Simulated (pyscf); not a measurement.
A first-order saddle from PySCF, ωB97X-D3(BJ)/def2-SVP:

```xyz
10

C     -0.9573    -0.4783     0.3818
C     -0.2091     0.7712     0.0962
C     -0.6850    -0.1207    -1.0326
H     -2.2229    -0.2493     0.7345
H     -0.5636    -1.3540     0.9076
H     -0.7361     1.7218     0.2293
H      0.8575     0.8029     0.3434
H     -1.5217     0.2495    -1.6344
H      0.0436    -0.7221    -1.5867
O     -3.2927     0.1907     0.8394
```
Charge 0, spin multiplicity 3.

Surface: triplet, charge 0. Lowest wavenumbers (cm⁻¹): 1512i, 120, 145, 570, 732.

### Question
Name the species on either side of this saddle.

### Answer
`[CH2]1[CH2][CH2]1` + `[O]` [triplet] ⇌ `[CH]1[CH2][CH2]1` [doublet] + `[OH]` [doublet], a hydrogen abstraction read from left to right: C–H broken and H–O formed. At ωB97M-D3(BJ)/def2-TZVP it lies +0.48 eV from the left side and +0.05 eV from the right (each side as separated species at their lowest minima found). On the product side the descent ends in a complex, 0.20 eV under the separated species and 0.21 eV under the saddle at ωB97X-D3(BJ)/def2-TZVP. cyclic C₃H₅ (SMILES [CH]1CC1) [doublet] + OH• also meet on a surface of lower spin, which isn't treated here. cyclopropane lies 0.28 eV over its isomer H₂C=CH–CH₃, and others may lie lower still (electronic energy, ωB97M-D3(BJ)). cyclic C₃H₅ (SMILES [CH]1CC1) [doublet] lies 1.22 eV over its isomer •H₂C–CH=CH₂, and others may lie lower still (electronic energy, ωB97M-D3(BJ)). This is the saddle that the search found; another between the same sides may lie lower. The angle at the transferred H is 164°. Left out: the spin-orbit lowering of OH, O.
